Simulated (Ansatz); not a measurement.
## Ansatz (development build ahead of 0.2.0) run

```yaml
crystal:
  periodic: [false, false, false]
  atoms:
    - { symbol: O, position_ang: [0.0, 0.0, 0.0] }
    - { symbol: O, position_ang: [0.0, 0.0, 3.0] }
basis:
  gaussian: { orbitals: pcseg-2 }
total_charge: 1
magnetization:
  initial_magnetization: 1
hamiltonian:
  xc: pbe0
```

The input is written out in the form of the current development build from the run's settings.

Results

```yaml
Converged: yes
Total_energy: -149.34648 hartree
Spin_squared_of_the_determinant: 0.750
Stability_test: minimum among restricted orbitals
```

Caution: stretched shape with no unrestricted run beside it, a lower state can exist; charge can spread falsely over distant fragments.
